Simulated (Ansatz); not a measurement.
# SiH₄ (singlet): wave-function methods side by side at distance H1–H2 along a hydrogen transfer = 1.076 Å, 6-31G

How much of the correlation energy of SiH₄ (singlet) does each wave-function method recover here?

Program: Ansatz 0.2.0, Gaussian basis. Level of theory: 6-31G, core rule «outside noble gas», up to 5 orbitals frozen. These are calculated values, not measurements.

The runs, in order: UHF; CCSD(T) on RHF; CCSD(T) on UHF; BCCD(T) on RHF; CISD; CCSDT(Q) on RHF; CCSDT(Q) on UHF; CISDTQ; CCSDTQ on RHF; CCSDTQ on UHF; CASSCF and MRCISD+Q, 2 electrons in 2 orbitals; CASSCF and NEVPT2, 2 electrons in 2 orbitals; CASSCF and MRCISD+Q, 8 electrons in 8 orbitals; CASSCF and NEVPT4(SD), 8 electrons in 8 orbitals; CASSCF and NEVPT2, 8 electrons in 8 orbitals; Full CI.

10 further runs of the same task are left out: 1 for a mislabelled method, 9 that didn't finish.

### 1 The system

The geometry derives from fragments relaxed apart (PBE0/def2-TZVP) and kept rigid, so it is no stationary point. A hydrogen atom is moved between rigid fragments.

5 atoms, charge 0, spin multiplicity 1.

Atoms are counted from 1 here; the program's logs count them from 0.

Bond lengths: H2–Si3 1.440 Å, Si3–H4 1.526 Å, Si3–H5 1.526 Å. Angles: H2–Si3–H4 113.7°, H2–Si3–H5 113.7°, H4–Si3–H5 91.2°.

### 2 UHF

in.yaml reads:

```yaml
crystal:
  periodic: [false, false, false]
  atoms:
    - {symbol: H, position_ang: [-2.430273, 0.054876, 0.000000]}
    - {symbol: H, position_ang: [-1.354273, 0.054876, 0.000000]}
    - {symbol: Si, position_ang: [0.085727, 0.054876, 0.000000]}
    - {symbol: H, position_ang: [0.697908, -0.819409, 1.090012]}
    - {symbol: H, position_ang: [0.697908, -0.819409, -1.090012]}
basis:
  gaussian: {orbitals: 6-31G}
magnetization: {spin_polarized: true, initial_magnetization: 0}
hamiltonian: {xc: hf}
output: {orbitals: {seedname: orbitals}}
```

The run is started by

```bash
$ ansatz run in.yaml --threads 1 --pin off --events-out ev --progress --plain --max-ram 2393MiB
```

The runs that follow: CCSD(T) on RHF; CCSD(T) on UHF; BCCD(T) on RHF; CISD; CCSDT(Q) on RHF; CCSDT(Q) on UHF; CISDTQ; CCSDTQ on RHF; CCSDTQ on UHF; CASSCF and MRCISD+Q, 2 electrons in 2 orbitals; CASSCF and NEVPT2, 2 electrons in 2 orbitals; CASSCF and MRCISD+Q, 8 electrons in 8 orbitals; CASSCF and NEVPT4(SD), 8 electrons in 8 orbitals; CASSCF and NEVPT2, 8 electrons in 8 orbitals; Full CI.

**Question.** What will the summary of the whole plan be? Wanted: FCI below the RHF energy; RMP2 from FCI; UMP2 from FCI; RCCSD from FCI; RCCSD(T) from FCI; UCCSD(T) from FCI; RCCSDT(Q) from FCI; UCCSDT(Q) from FCI; NEVPT2 pair from FCI.

The runs gave:

| quantity | value |
| --- | --- |
| FCI below the RHF energy | -3.3015 eV |
| RMP2 from FCI | +114.4 kJ/mol |
| UMP2 from FCI | +83.8 kJ/mol |
| RCCSD from FCI | +10.7 kJ/mol |
| RCCSD(T) from FCI | +2.9 kJ/mol |
| UCCSD(T) from FCI | +8.5 kJ/mol |
| RCCSDT(Q) from FCI | +0.1 kJ/mol |
| UCCSDT(Q) from FCI | +0.1 kJ/mol |
| NEVPT2 pair from FCI | +56.4 kJ/mol |
| MRCISD+Q pair from FCI | -0.8 kJ/mol |
| NEVPT2 valence from FCI | +18.3 kJ/mol |
| levels within 1 kcal/mol (43 meV) | RCCSD(T), BCCD(T), RCCSDT, UCCSDT, CISDTQ, RCCSDT(Q), UCCSDT(Q), RCCSDTQ, UCCSDTQ, MRCISD+Q pair, NEVPT4(SD) valence, MRCISD valence, MRCISD+Q valence |
| T1 diagnostic | 0.031 |
| effectively unpaired electrons | 0.53 |

RCCSD(T) misses by +2.9 kJ/mol, 0.9 % of the correlation energy. CCSD(T) misses by +2.9 kJ/mol on the restricted determinant and by +8.5 kJ/mol on the unrestricted one; the two need not hold the same state or core. MRCISD+Q pair falls below full CI: the +Q correction isn't variational, and the cores differ from full CI's. The occupations show some static correlation. Of the multireference levels listed MRCISD+Q pair comes nearest in total energy (-0.8 kJ/mol), which doesn't show that its space is the better one. These misses are within one basis, not against nature.
